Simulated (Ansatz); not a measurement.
C₄H₇NS, SMILES `C=C(C)SC=N`, relaxed with RKS PBE0-D4/def2-TZVP in the Gaussian-basis code of Ansatz from a PBE-D4/def2-SVP geometry. The force threshold is 0.005 eV/Å; the program also tests the step.

The species carries charge 0 and has multiplicity 1.

Start:

```xyz
13

C    -1.719    0.686    1.008
C    -0.832    0.209    0.111
C    -0.560    0.816   -1.237
S    -0.008   -1.346    0.481
C     1.723   -0.895    0.389
N     2.723   -1.684    0.449
H    -1.873    0.197    1.981
H    -2.324    1.577    0.777
H    -0.817    0.103   -2.048
H    -1.144    1.747   -1.378
H     0.515    1.062   -1.364
H     1.889    0.201    0.303
H     2.428   -2.674    0.528
```

Task: How much energy does the relaxation release, and in how many steps? (Estimate.)

Result: Computed: 7.48 kJ/mol, in 12 steps, 2 of them rejected.

Task: Which bonds change most? (An estimate is asked.)

Result: The calculation gave: S4–C5 from 1.791 to 1.763 Å; C2–S4 from 1.798 to 1.773 Å; C1–C2 from 1.349 to 1.329 Å; C5–H12 from 1.112 to 1.092 Å.

Task: Give the relaxed structure. (Estimate.)

Result: The calculation gave: 
```xyz
13

C    -1.699    0.674    0.991
C    -0.817    0.201    0.116
C    -0.551    0.807   -1.222
S    -0.003   -1.330    0.489
C     1.698   -0.878    0.383
N     2.684   -1.660    0.440
H    -1.861    0.198    1.950
H    -2.292    1.551    0.755
H    -0.827    0.112   -2.018
H    -1.116    1.733   -1.345
H     0.510    1.035   -1.356
H     1.870    0.197    0.297
H     2.403   -2.638    0.520
```
